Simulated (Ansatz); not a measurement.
## Isomers

Structures of C₂H₄Cl, doublet, relaxed at PBE0-D4/def2-TZVP (vibrations not checked; lower isomers may exist, and structures with a doubtful reference or unclear bonds are left out). Program: Ansatz 0.2.0. Basis: def2-TZVPP. Cores are frozen in the correlated methods; orbitals are unrestricted. B3LYP uses VWN-RPA correlation.

**Question.** Rank them by CCSD(T) energy, lowest first, and give each one's height above the lowest. Links in brackets join atoms within 1.22 times the sum of their covalent radii (1.1 for two metals). (Judge from chemistry; the value comes from the calculation.)
A.
C₂H₄Cl ([CH3][CH][Cl])
```
7
angstrom
C -0.5322 0.3979 -0.1166
C 0.5024 -0.6324 0.0877
Cl 1.8310 -0.2915 1.0972
H -1.3786 -0.0241 -0.6624
H -0.1542 1.2537 -0.6935
H -0.8954 0.7925 0.8370
H 0.6271 -1.4961 -0.5494
```
B.
C₂H₄Cl ([CH2][CH2][Cl])
```
7
angstrom
C -0.6784 0.3418 -0.4885
C 0.5229 -0.0020 0.2649
Cl 0.3917 -1.7058 0.9261
H -0.7753 0.0455 -1.5247
H -1.5577 0.7079 0.0250
H 0.6729 0.6238 1.1422
H 1.4240 -0.0111 -0.3449
```
C.
a complex of C₂H₃ ([CH][CH2]) + HCl
```
7
angstrom
C -0.5789 0.3406 -0.6661
C 0.7205 0.3007 -0.6084
Cl 0.4728 -2.2039 1.8475
H -1.1017 1.0214 -1.3421
H -1.2027 -0.2994 -0.0465
H 0.0911 -3.0781 2.7003
H 1.5675 0.7847 -1.0716
```
D.
a complex of C₂H₃Cl ([C][Cl][CH3]) + H
```
7
angstrom
C -0.5196 0.4339 0.0319
C 1.9603 0.3895 1.5765
Cl 0.5920 -0.7270 0.8153
H -1.3185 -0.1453 -0.4266
H 0.0617 0.9791 -0.7066
H -0.8908 1.0928 0.8120
H 0.1436 -2.2223 -2.2496
```

**Answer.** By the calculation: A (0.00 kcal/mol), B (3.91 kcal/mol), C (33.06 kcal/mol), D (180.29 kcal/mol). Heights count from the lowest.

**Question.** Do PBE-D4, r2SCAN-D4, PBE0-D4, B3LYP-D4, wB97M-V, HF, MP2 give the same order? (Judge from chemistry; the calculation decides.)

**Answer.** The calculation gives: All do.

T1 diagnostic: at most 0.032. ⟨S²⟩ of the unrestricted Hartree–Fock references: 0.77 to 1.78 (a pure state has 0.75). The unrestricted reference is spin-contaminated, which hurts MP2 most.

For scale, one of the runs: CCSD(T)/def2-TZVPP, 160 basis functions, launched by `ansatz run in.yaml --threads 2 --pin off --events-out ev --progress --plain --max-ram 4352MiB`. Time: 97 s of wall clock on 2 CPU threads of an Arm Neoverse V1; the host was shared. Peak host memory: 2.9 GiB.
